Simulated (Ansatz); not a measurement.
The first iterations of a band of CH2OS (5 atoms, charge 0, multiplicity 1).

All numbers below come from Ansatz, RKS r2SCAN-D4/def2-SVPD.

| Property | Result |
| --- | --- |
| movable images | 5 |
| climbing image | yes |
| spring | 5.0 eV/Å² |
| optimiser | fire |
| start path | through a guess of the saddle point |
| force threshold | 0.03 eV/Å |
| iteration limit | 60 |
| end points | relaxed |

Initial state:

```xyz
5
Properties=species:S:1:pos:R:3
H -0.527 -1.639 -0.344
S 0.592 -0.945 -0.659
C 0.066 0.548 0.171
H 0.840 1.344 0.073
O -0.971 0.692 0.759
```

Final state:

```xyz
5
Properties=species:S:1:pos:R:3
H -1.155 -0.877 0.264
S 1.188 -0.764 -0.897
C 0.285 0.285 -0.040
H 0.593 1.316 0.189
O -0.911 0.041 0.484
```

| iteration | highest image above the first end (eV) | largest band force component (eV/Å) |
| --- | --- | --- |
| 1 | 1.248 | 2.270 |
| 2 | 1.237 | 1.127 |
| 3 | 1.264 | 2.842 |
| 4 | 1.263 | 1.647 |
| 5 | 1.260 | 0.670 |
| 6 | 1.261 | 1.120 |
| 7 | 1.261 | 1.038 |
| 8 | 1.261 | 0.877 |
| 9 | 1.262 | 0.642 |
| 10 | 1.262 | 0.729 |
| 11 | 1.265 | 0.699 |
| 12 | 1.269 | 0.657 |
| 13 | 1.270 | 0.648 |
| 14 | 1.271 | 0.629 |
| 15 | 1.274 | 0.602 |

Q: Does the band converge within its limit, and where does its top end?

A: The forces met the threshold. It ended after 46 iterations with the highest image 1.301 eV above the first end. Another band between the same ends (5 images) ends at a top of the same energy, where a vibrational analysis finds 1 clearly imaginary mode. The orbitals stay closed-shell, which can raise the energy where a bond breaks towards radicals; this wasn't checked here.

The run took 2.5 min on 2 threads of Intel(R) Xeon(R) 6975P-C (Granite Rapids), on a shared host, peak memory 0.16 GiB.
